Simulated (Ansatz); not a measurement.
**SiHO+ (triplet): wave-function methods side by side, def2-TZVPP**

One table from this session's results is given with a row withheld; the runs are named, their logs left out.

Program: Ansatz 0.2.0, Gaussian basis. Level of theory: def2-TZVPP, core rule «outside noble gas», up to 6 orbitals frozen. These are calculated values, not measurements.

Plan: UHF; ROHF; CCSD(T) on UHF.

2 further runs of the same task are left out: 2 set aside as unsound or not needed.

## The geometry

The geometry is a PBE0/def2-TZVP stationary point (not a proven minimum) of the parent state, kept for this charge and spin.

3 atoms, charge 1, spin multiplicity 3.

Atoms are counted from 1 here; the program's logs count them from 0.

Bond lengths: Si1–O2 1.523 Å, Si1–H3 1.528 Å. Angles: O2–Si1–H3 118.9°.

Set-up of the first run:

File in.yaml:

```yaml
crystal:
  periodic: [false, false, false]
  atoms:
    - {symbol: Si, position_ang: [0.000000, -0.101589, 0.514766]}
    - {symbol: O, position_ang: [0.000000, 0.107669, -0.993765]}
    - {symbol: H, position_ang: [0.000000, 1.121646, 1.430812]}
basis:
  gaussian: {orbitals: def2-TZVPP}
total_charge: 1
magnetization: {spin_polarized: true, initial_magnetization: 2}
hamiltonian: {xc: hf}
output: {orbitals: {seedname: orbitals}}
```

The run is started by

```console
> ansatz run in.yaml --threads 1 --pin off --events-out ev --progress --plain --max-ram 4096MiB --backend cpu
```

Steps of the session up to this table: UHF; ROHF; CCSD(T) on UHF.

One table of the session follows, with a row left open; its other results are not shown here.

| method | from UCCSD(T) (kcal/mol) |
| --- | --- |
| ROHF | ? |
| UHF | +176.54 |
| UMP2 | +21.25 |
| UCCSD | +5.54 |
| UCCSD(T) | 0 |

**Question.** Estimate the row for ROHF.

**Answer.** from UCCSD(T) (kcal/mol): +181.04. In the column «from UCCSD(T) (kcal/mol)» it is the highest.
